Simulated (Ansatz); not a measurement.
Ansatz (a program for electronic structure) input (B3LYP/STO-3G):

Ansatz 0.2 input:
```yaml
crystal:
  periodic: [false, false, false]
  atoms:
    - {symbol: Si, position_ang: [0.00000000, 0.00000000, 0.00000000]}
    - {symbol: Cl, position_ang: [1.15093841, 1.17921709, 1.18988796]}
    - {symbol: Cl, position_ang: [-1.17036909, -1.19282125, 1.15691797]}
    - {symbol: Cl, position_ang: [1.19576949, -1.15392888, -1.17031150]}
    - {symbol: Cl, position_ang: [-1.17633881, 1.16753303, -1.17649443]}
basis:
  gaussian:
    orbitals: STO-3G
hamiltonian:
  xc: {name: B3LYP}
output: {forces: true}
```

Output:

```
Functional definition: B3LYP
integrals: 0.01 GiB planned
489 factors; integrals over basis functions are off by at most 8.1e-6 eV
mean field: 0.17 GiB planned
mean field evaluation 1: about -57329.4901 eV, gradient 3.8e1 eV
mean field evaluation 2: about -57328.7215 eV, gradient 4.3e1 eV
mean field evaluation 4: about -57335.6902 eV, gradient 7.7e-2 eV
mean field evaluation 8: about -57335.6897 eV, gradient 2.3e-4 eV
mean field -57335.68970071 eV, -2107.0477329748 hartree, gradient 7.2e-6 eV, S^2 0.000000; 0 other end points of the search recorded, 0 dependent functions left out
the calculation of the forces begins
reference -57335.68989038 eV, -2107.0477399452 hartree; 41, 41 occupied and 4, 4 virtual orbitals, 489 factors
Total energy: -57335.68989038 eV, -2107.0477399452 hartree
Atom 0 at     0.000000     0.000000     0.000000 Å, force    -0.000000     0.000000    -0.000000 eV/Å
Atom 1 at     1.150938     1.179217     1.189888 Å, force     0.950835     0.974197     0.983013 eV/Å
Atom 2 at    -1.170369    -1.192821     1.156918 Å, force    -0.966887    -0.985436     0.955775 eV/Å
Atom 3 at     1.195769    -1.153929    -1.170311 Å, force     0.987871    -0.953305    -0.966840 eV/Å
Atom 4 at    -1.176339     1.167533    -1.176494 Å, force    -0.971819     0.964544    -0.971948 eV/Å
Dipole moment:     0.000000     0.000000    -0.000000 e Å
```

The geometry given is a B3LYP-D3(BJ)/def2-TZVP minimum.
